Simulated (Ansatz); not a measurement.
**Bulk modulus B0 of zinc-blende InAs: levels of theory against measurement**

Reference value: 58.6 GPa (measured, 0 K value with the zero-point phonon effect removed; as tabulated in Mejia-Rodriguez and Trickey (2018), arXiv:1807.09216).

Put these levels in order of the bulk modulus B0 that they give for zinc-blende InAs, smallest first: Hartree–Fock (Ansatz, an electronic-structure program), LDA (Ansatz), PBE (Ansatz), PBE-D4 (Ansatz), r²SCAN50 (Ansatz).

PBE (48.5 GPa), PBE-D4 (54.4 GPa), LDA (60.1 GPa), Hartree–Fock (64.6 GPa), r²SCAN50 (70.1 GPa)

Unless a cell is named, each level is at its own relaxed cell (LDA 27.35, PBE 29.60, PBE-D4 28.49, r²SCAN50 27.40, Hartree–Fock 29.43 Å³/atom).

Errors against the reference: LDA +2.6 %, PBE -17.2 %, PBE-D4 -7.2 %, r²SCAN50 +19.6 %, Hartree–Fock +10.2 %.

Each level is taken at its own relaxed cell. Cutoffs and k meshes differ between the levels. Ansatz's density-functional and Hartree–Fock values are scalar-relativistic unless marked +SOC, with PAW data made under PBE.

Differences are worked out from the printed values.
